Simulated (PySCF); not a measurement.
**Working with the constants of MgSi**

ROHF-CCSD(T) constants of MgSi, ³Σ⁻ (triplet), unpaired electrons π ↑↑ (PySCF, spin-free X2C with a Gaussian nucleus, basis sets Mg jorge-DZP-DKH, Si jorge-DZP-DKH; masses 23.9850 and 27.9769 u):

- ωe: 291.0 cm⁻¹
- ωexe: 2.6 cm⁻¹
- Be: 0.19289 cm⁻¹
- αe: 0.00192 cm⁻¹
- De to Mg + Si: 0.77 eV

Task: What force constant and bond length do these constants imply?

Result: Reduced mass μred = 12.914 u; k = 5.8918×10⁻⁷·μred·ωe² (u, cm⁻¹, mdyn/Å) = 0.644 mdyn/Å; Re = √(16.8576/(μred·Be)) (u, cm⁻¹, Å) = 2.601 Å.

Task: Estimate the centrifugal constant D from the Kratzer relation and find the Dunham coefficient a1.

Result: D = 4Be³/ωe² = 3.39e-07 cm⁻¹; a1 = −1 − αeωe/(6Be²) = -3.50.

Correlated steps freeze 6 core orbitals. Correlated levels converge slowly with the basis: in double zeta they bind strong bonds too weakly, by up to about 1 eV, and carry superposition errors of some tenths. The state is the lowest determinant that a PBE0 search found; another state may lie lower at other levels.
